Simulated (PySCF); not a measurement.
Compound: CH6BN.
Atom-mapped SMILES: `[CH3:1][BH:2][NH2:3]` (hydrogens: H4, H5, H6 on C1; H7 on B2; H8, H9 on N3)

Cartesian coordinates in Å at the PBE0-D3(BJ)/def2-SVP level; atoms count from 1:
```xyz
9
CH6BN angstrom
C     -1.1330   -0.1511   -0.0328
B      0.2969    0.4716   -0.2405
N      1.4657   -0.2302    0.0480
H     -1.1323   -1.1721    0.3814
H     -1.7341    0.4904    0.6341
H     -1.6779   -0.1710   -0.9924
H      0.4237    1.6026   -0.6691
H      1.4690   -1.1752    0.4116
H      2.3900    0.1586   -0.0805
```

Method used: core-valence-separated Tamm–Dancoff BHandHLYP/aug-pcX-1 (pcseg-1 on H) in PySCF, non-relativistic, gas phase, PBE0-D3(BJ)/def2-SVP geometry.

Computed carbon K-edge spectrum, Gaussian lines of 0.5 eV full width, highest printed point 100; it ends one width below the last computed root. No shift to experiment was applied.

(photon energy (eV), absorption): (283.9, 0), (284.0, 0), (284.1, 1), (284.2, 2), (284.3, 5), (284.4, 8), (284.5, 10), (284.6, 11), (284.7, 10), (284.8, 8), (284.9, 8), (285.0, 14), (285.1, 28), (285.2, 50), (285.3, 76), (285.4, 95), (285.5, 100), (285.6, 88), (285.7, 66), (285.8, 42), (285.9, 23), (286.0, 11), (286.1, 5), (286.2, 4), (286.3, 6), (286.4, 12), (286.5, 18)

Q: Assign the maxima to core holes.

A: 2 maxima:
- 284.6 eV: C1 (sp3 carbon bound to boron), 284.58 eV, f = 0.006, 98 % of the height at the exact maximum
- 285.5 eV: C1 (sp3 carbon bound to boron), 285.53 eV, f = 0.030, 58 % of the height at the exact maximum; C1 (sp3 carbon bound to boron), 285.37 eV, f = 0.022, 38 % of the height at the exact maximum

Further lines of some strength in the range: C1, 285.76 eV, f = 0.005.

Roots within 0.03 eV on the same or equivalent atoms count as one line; shares under 12 % aren't listed.

Vibrational structure and lifetime widths aren't in the curve. The ionisation threshold wasn't computed; near and above it a finite basis only mimics Rydberg series and continuum.
